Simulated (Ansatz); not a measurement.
A short molecular-dynamics run on AlF$_{2}$H, SMILES `[F][AlH][F]`.

```yaml
crystal:
  periodic: [false, false, false]
  atoms:
    - {symbol: F, position_ang: [-0.018954, -0.988335, 1.292495]}
    - {symbol: Al, position_ang: [0.039062, 0.004898, -0.009778]}
    - {symbol: F, position_ang: [-1.212131, -0.040761, -1.067242]}
    - {symbol: H, position_ang: [1.247623, 0.963897, -0.235776]}
basis:
  gaussian: {orbitals: def2-SVP}
hamiltonian: {xc: {name: PBE}}
md: {timestep: 1 fs, n_steps: 30, ensemble: nve, temperature: 1500, initial_velocities: maxwell_boltzmann, seed: 478}
```

```sh
$ ansatz run in.yaml --threads 2 --pin off --events-out ev --progress --plain --max-ram 32768MiB --backend cpu
```

| step | time (fs) | potential energy (eV) | kinetic (eV) | T (K) | conserved (eV) |
| --- | --- | --- | --- | --- | --- |
| 0 | 0.0 | -12035.1430 | 0.3878 | 1500 | -12034.7553 |
| 1 | 1.0 | -12035.1399 | 0.3850 | 1489 | -12034.7549 |
| 2 | 2.0 | -12035.1182 | 0.3636 | 1407 | -12034.7546 |
| 3 | 3.0 | -12035.0835 | 0.3293 | 1274 | -12034.7542 |
| 4 | 4.0 | -12035.0410 | 0.2871 | 1111 | -12034.7539 |
| 5 | 5.0 | -12034.9952 | 0.2415 | 934 | -12034.7537 |
| 6 | 6.0 | -12034.9498 | 0.1963 | 759 | -12034.7534 |
| 7 | 7.0 | -12034.9086 | 0.1554 | 601 | -12034.7532 |
| 8 | 8.0 | -12034.8753 | 0.1222 | 473 | -12034.7530 |
| 9 | 9.0 | -12034.8526 | 0.0997 | 386 | -12034.7529 |
| 10 | 10.0 | -12034.8420 | 0.0890 | 344 | -12034.7530 |
| 11 | 11.0 | -12034.8430 | 0.0900 | 348 | -12034.7531 |
| 12 | 12.0 | -12034.8537 | 0.1004 | 388 | -12034.7533 |
| 13 | 13.0 | -12034.8707 | 0.1172 | 453 | -12034.7535 |
| 14 | 14.0 | -12034.8908 | 0.1371 | 530 | -12034.7536 |
| 15 | 15.0 | -12034.9112 | 0.1575 | 609 | -12034.7537 |
| 16 | 16.0 | -12034.9308 | 0.1771 | 685 | -12034.7537 |
| 17 | 17.0 | -12034.9497 | 0.1961 | 759 | -12034.7536 |
| 18 | 18.0 | -12034.9687 | 0.2151 | 832 | -12034.7536 |
| 19 | 19.0 | -12034.9876 | 0.2338 | 905 | -12034.7538 |
| 20 | 20.0 | -12035.0043 | 0.2503 | 968 | -12034.7540 |
| 21 | 21.0 | -12035.0155 | 0.2613 | 1011 | -12034.7542 |
| 22 | 22.0 | -12035.0179 | 0.2636 | 1020 | -12034.7544 |
| 23 | 23.0 | -12035.0100 | 0.2557 | 989 | -12034.7543 |
| 24 | 24.0 | -12034.9928 | 0.2387 | 923 | -12034.7541 |
| 25 | 25.0 | -12034.9696 | 0.2158 | 835 | -12034.7539 |
| 26 | 26.0 | -12034.9451 | 0.1916 | 741 | -12034.7536 |
| 27 | 27.0 | -12034.9243 | 0.1710 | 661 | -12034.7533 |
| 28 | 28.0 | -12034.9112 | 0.1581 | 611 | -12034.7531 |
| 29 | 29.0 | -12034.9084 | 0.1553 | 601 | -12034.7531 |
| 30 | 30.0 | -12034.9162 | 0.1629 | 630 | -12034.7532 |

Velocities are drawn at the set temperature; a run this short doesn't reach equilibrium.

Frames (Å, forces in eV/Å):

```xyz
4
time=0.0 fs
F    -0.019   -0.988    1.292   -0.036   -0.602    0.788
Al    0.039    0.005   -0.010    0.615    0.488   -0.115
F    -1.212   -0.041   -1.067   -0.758   -0.028   -0.640
H     1.248    0.964   -0.236    0.179    0.142   -0.033
4
time=1.0 fs
F    -0.019   -0.994    1.302   -0.033   -0.213    0.233
Al    0.038    0.009   -0.020    0.756   -0.011    0.766
F    -1.211   -0.041   -1.064   -0.994   -0.023   -0.882
H     1.250    0.959   -0.192    0.271    0.247   -0.116
4
time=2.0 fs
F    -0.019   -0.999    1.311   -0.032    0.130   -0.266
Al    0.038    0.013   -0.030    0.939   -0.417    1.555
F    -1.210   -0.041   -1.062   -1.215   -0.019   -1.106
H     1.255    0.957   -0.150    0.308    0.307   -0.183
4
time=3.0 fs
F    -0.020   -1.005    1.320   -0.033    0.423   -0.701
Al    0.038    0.017   -0.039    1.158   -0.720    2.236
F    -1.210   -0.041   -1.060   -1.404   -0.016   -1.298
H     1.263    0.958   -0.109    0.279    0.312   -0.237
4
time=4.0 fs
F    -0.020   -1.010    1.328   -0.034    0.669   -1.072
Al    0.038    0.021   -0.048    1.393   -0.924    2.804
F    -1.211   -0.042   -1.058   -1.547   -0.013   -1.445
H     1.274    0.961   -0.070    0.188    0.268   -0.286
4
time=5.0 fs
F    -0.020   -1.015    1.337   -0.033    0.871   -1.382
Al    0.038    0.024   -0.055    1.610   -1.049    3.254
F    -1.212   -0.042   -1.058   -1.630   -0.008   -1.538
H     1.286    0.968   -0.034    0.054    0.187   -0.334
4
time=6.0 fs
F    -0.020   -1.020    1.344   -0.031    1.033   -1.634
Al    0.040    0.028   -0.062    1.770   -1.121    3.586
F    -1.214   -0.042   -1.058   -1.642   -0.002   -1.570
H     1.299    0.976   -0.002   -0.097    0.090   -0.382
4
time=7.0 fs
F    -0.021   -1.024    1.351   -0.026    1.160   -1.835
Al    0.042    0.030   -0.067    1.843   -1.162    3.801
F    -1.218   -0.042   -1.059   -1.577    0.007   -1.537
H     1.311    0.984    0.027   -0.240   -0.005   -0.429
4
time=8.0 fs
F    -0.021   -1.027    1.356   -0.019    1.257   -1.990
Al    0.044    0.032   -0.070    1.810   -1.192    3.902
F    -1.221   -0.042   -1.060   -1.437    0.019   -1.442
H     1.321    0.993    0.052   -0.354   -0.084   -0.471
4
time=9.0 fs
F    -0.021   -1.030    1.361   -0.009    1.327   -2.103
Al    0.047    0.034   -0.073    1.665   -1.224    3.898
F    -1.226   -0.043   -1.063   -1.228    0.034   -1.290
H     1.328    1.001    0.072   -0.429   -0.138   -0.505
4
time=10.0 fs
F    -0.021   -1.032    1.365    0.003    1.374   -2.179
Al    0.051    0.036   -0.074    1.416   -1.264    3.800
F    -1.231   -0.043   -1.066   -0.962    0.052   -1.093
H     1.330    1.008    0.088   -0.457   -0.162   -0.528
4
time=11.0 fs
F    -0.022   -1.034    1.367    0.017    1.399   -2.221
Al    0.056    0.037   -0.073    1.075   -1.315    3.622
F    -1.237   -0.043   -1.070   -0.654    0.070   -0.862
H     1.328    1.013    0.098   -0.438   -0.154   -0.539
4
time=12.0 fs
F    -0.022   -1.034    1.369    0.032    1.405   -2.231
Al    0.060    0.037   -0.071    0.663   -1.378    3.378
F    -1.243   -0.043   -1.074   -0.322    0.088   -0.611
H     1.321    1.017    0.103   -0.373   -0.115   -0.536
4
time=13.0 fs
F    -0.022   -1.034    1.369    0.049    1.391   -2.211
Al    0.065    0.037   -0.069    0.203   -1.448    3.082
F    -1.249   -0.043   -1.078    0.016    0.104   -0.351
H     1.312    1.020    0.104   -0.268   -0.047   -0.520
4
time=14.0 fs
F    -0.023   -1.034    1.368    0.066    1.357   -2.159
Al    0.070    0.036   -0.064   -0.280   -1.517    2.747
F    -1.256   -0.043   -1.083    0.348    0.117   -0.094
H     1.299    1.022    0.099   -0.134    0.042   -0.494
4
time=15.0 fs
F    -0.023   -1.032    1.366    0.082    1.303   -2.076
Al    0.075    0.035   -0.059   -0.757   -1.571    2.384
F    -1.262   -0.043   -1.087    0.660    0.126    0.153
H     1.285    1.024    0.089    0.015    0.142   -0.461
4
time=16.0 fs
F    -0.023   -1.030    1.363    0.098    1.228   -1.959
Al    0.080    0.034   -0.054   -1.197   -1.592    1.999
F    -1.267   -0.043   -1.092    0.945    0.131    0.384
H     1.272    1.028    0.075    0.154    0.234   -0.424
4
time=17.0 fs
F    -0.023   -1.028    1.359    0.113    1.128   -1.807
Al    0.084    0.031   -0.047   -1.569   -1.556    1.598
F    -1.272   -0.043   -1.096    1.196    0.130    0.595
H     1.260    1.034    0.057    0.260    0.298   -0.387
4
time=18.0 fs
F    -0.023   -1.024    1.354    0.124    1.002   -1.615
Al    0.088    0.029   -0.040   -1.848   -1.441    1.181
F    -1.277   -0.043   -1.100    1.412    0.124    0.785
H     1.250    1.043    0.036    0.312    0.315   -0.351
4
time=19.0 fs
F    -0.023   -1.021    1.348    0.132    0.847   -1.382
Al    0.091    0.025   -0.032   -2.022   -1.233    0.743
F    -1.281   -0.042   -1.104    1.590    0.114    0.952
H     1.244    1.055    0.010    0.299    0.273   -0.313
4
time=20.0 fs
F    -0.023   -1.016    1.342    0.135    0.660   -1.105
Al    0.093    0.022   -0.024   -2.095   -0.932    0.278
F    -1.284   -0.042   -1.107    1.734    0.099    1.096
H     1.240    1.070   -0.018    0.226    0.173   -0.269
4
time=21.0 fs
F    -0.023   -1.012    1.335    0.133    0.440   -0.784
Al    0.095    0.018   -0.016   -2.085   -0.552   -0.218
F    -1.286   -0.042   -1.110    1.842    0.081    1.219
H     1.238    1.086   -0.048    0.110    0.031   -0.217
4
time=22.0 fs
F    -0.023   -1.007    1.327    0.124    0.187   -0.421
Al    0.095    0.013   -0.009   -2.020   -0.116   -0.745
F    -1.288   -0.041   -1.112    1.919    0.061    1.319
H     1.238    1.103   -0.081   -0.024   -0.132   -0.153
4
time=23.0 fs
F    -0.023   -1.002    1.320    0.110   -0.095   -0.021
Al    0.095    0.009   -0.001   -1.924    0.348   -1.298
F    -1.288   -0.041   -1.113    1.965    0.040    1.398
H     1.237    1.118   -0.115   -0.151   -0.292   -0.080
4
time=24.0 fs
F    -0.022   -0.997    1.312    0.091   -0.401    0.407
Al    0.095    0.005    0.006   -1.820    0.813   -1.862
F    -1.287   -0.040   -1.114    1.983    0.017    1.456
H     1.235    1.131   -0.150   -0.254   -0.429   -0.002
4
time=25.0 fs
F    -0.022   -0.993    1.304    0.069   -0.719    0.850
Al    0.093    0.001    0.013   -1.721    1.254   -2.418
F    -1.285   -0.040   -1.114    1.972   -0.005    1.492
H     1.230    1.139   -0.185   -0.320   -0.530    0.076
4
time=26.0 fs
F    -0.022   -0.989    1.297    0.045   -1.035    1.286
Al    0.092   -0.003    0.018   -1.636    1.647   -2.939
F    -1.283   -0.039   -1.113    1.933   -0.027    1.505
H     1.222    1.142   -0.219   -0.342   -0.586    0.148
4
time=27.0 fs
F    -0.021   -0.985    1.291    0.024   -1.329    1.692
Al    0.089   -0.005    0.023   -1.568    1.968   -3.394
F    -1.279   -0.039   -1.111    1.864   -0.048    1.493
H     1.211    1.140   -0.252   -0.320   -0.592    0.209
4
time=28.0 fs
F    -0.021   -0.982    1.286    0.007   -1.581    2.042
Al    0.086   -0.008    0.026   -1.520    2.195   -3.749
F    -1.274   -0.038   -1.109    1.764   -0.067    1.454
H     1.197    1.132   -0.283   -0.251   -0.547    0.253
4
time=29.0 fs
F    -0.020   -0.980    1.281   -0.003   -1.772    2.311
Al    0.082   -0.009    0.028   -1.489    2.309   -3.974
F    -1.269   -0.038   -1.106    1.630   -0.085    1.386
H     1.181    1.119   -0.312   -0.138   -0.452    0.277
4
time=30.0 fs
F    -0.020   -0.978    1.278   -0.006   -1.886    2.479
Al    0.078   -0.009    0.029   -1.467    2.299   -4.042
F    -1.263   -0.038   -1.102    1.459   -0.100    1.284
H     1.163    1.101   -0.337    0.014   -0.313    0.279
```

Run time 25 s (2 threads of a server CPU on a shared host); peak host memory 0.42 GiB.
